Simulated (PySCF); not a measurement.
An unknown is described by computed data only.

Formula: C6H6.

| Quantity | Value |
| --- | --- |
| Couplings | largest of the computed one-bond spin–spin couplings (means over like bonds): 13C–1H +271.9, 13C–13C +196.9, 13C–1H +185.7, 13C–1H +180.4, 13C–1H +150.2, 13C–1H +147.8, 13C–1H +144.8, 13C–13C +79.3 Hz [B3LYP/pcJ-1, spin–dipole term left out] |
| UV, first state | lowest singlet excitation: 6.36 eV (195 nm, f = 0.000) [TDDFT CAM-B3LYP/def2-SVPD] |
| 1H NMR | chemical shifts (computed TMS as zero) by class: 6.29 (1 H), 6.22 (1 H), 3.52 (1 H), 2.90 (1 H), 2.60 (1 H), 2.13 (1 H) ppm [GIAO PBE0/pcSseg-1] |
| Valence photoelectron | vertical ionisation energy: 9.55 eV [ΔSCF CAM-B3LYP/def2-SVPD] |
| UV, strongest line | among the 10 lowest singlet transitions: S7 at 7.42 eV (167 nm, f = 0.180) [TDDFT CAM-B3LYP/def2-SVPD] |
| Triplet | lowest triplet excitation (Tamm–Dancoff): 4.27 eV [TDA CAM-B3LYP/def2-SVPD] |
| 13C NMR | chemical shifts (computed TMS as zero) by class: 147.2 (1 C), 147.0 (1 C), 86.7 (1 C), 77.2 (1 C), 41.2 (1 C), 34.4 (1 C) ppm [GIAO PBE0/pcSseg-1] |
| Rotational structure | rotational constants A, B, C: 10.013, 2.564, 2.292 GHz [PBE0-D3(BJ)/def2-SVP] |
| Dipole | 0.78 D [CAM-B3LYP/def2-SVPD] |
| Polarisability | 66.5 au [CAM-B3LYP/def2-SVPD] |

Gas-phase values; electronic properties from PySCF, density fitting. Levels stand in brackets. Isolated species at its PBE0-D3(BJ)/def2-SVP geometry, gas phase. NMR classes are plain means over equivalent atoms (diastereotopic ones count apart unless rotation or inversion swaps them), as if these changed places fast.

Question: Propose a structure and show how it fits.

Answer: Numbering: `[CH:1]#[C:2][C@H:3]1[CH:4]=[CH:5][CH2:6]1`. Its formula, C6H6, gives 4 degrees of unsaturation: 1 ring and 3 π bonds in the structure found. 6 carbons fall into 6 classes; from least to most shielded: alkene CH carbon [C5] (147.2 ppm), alkene CH carbon [C4] (147.0 ppm), alkyne carbon [C2] (86.7 ppm), terminal alkyne carbon [C1] (77.2 ppm), allylic carbon [C6] (41.2 ppm), allylic carbon [C3] (34.4 ppm). Hydrogen classes from least to most shielded: 1 H on an alkene CH carbon, C5 (6.29 ppm), 1 H on an alkene CH carbon, C4 (6.22 ppm), 1 H on an allylic carbon, C3 (3.52 ppm), 1 H on an allylic carbon, C6 (2.90 ppm), 1 H on an allylic carbon, C6 (2.60 ppm), 1 H on a terminal alkyne carbon, C1 (2.13 ppm). The couplings run between: +271.9 Hz, terminal alkyne carbon [C1] and its hydrogen; +196.9 Hz, terminal alkyne carbon [C1] and alkyne carbon [C2]; +185.7 Hz, alkene CH carbon [C4] and its hydrogen; +180.4 Hz, alkene CH carbon [C5] and its hydrogen; +150.2 Hz, allylic carbon [C6] and its hydrogen; +147.8 Hz, allylic carbon [C3] and its hydrogen; +144.8 Hz, allylic carbon [C6] and its hydrogen; +79.3 Hz, alkyne carbon [C2] and allylic carbon [C3]. The first electron is taken from the HOMO, whose largest Löwdin shares are 0.24 on an alkene CH carbon, 0.22 on an alkene CH carbon, 0.15 on the terminal alkyne carbon and 0.14 on the alkyne carbon. By its constants the optimised geometry is an asymmetric top. Structure: `C#C[C@H]1C=CC1`. Computed isomers that give other values at the same levels: `C#CC#CCC` (lowest singlet excitation: 4.67 eV (265 nm, f = 0.000)); `C1=CC2C=CC12` (13C chemical shifts (computed TMS as zero) by class: 153.7 (4 C), 53.0 (2 C) ppm); `C#C/C=C\C=C` (smallest rotational constant: 1.631 GHz; this holds for the one conformer computed). The assignments are read from this structure; whether some other isomer fits the data as well wasn't checked. The mirror image fits equally.
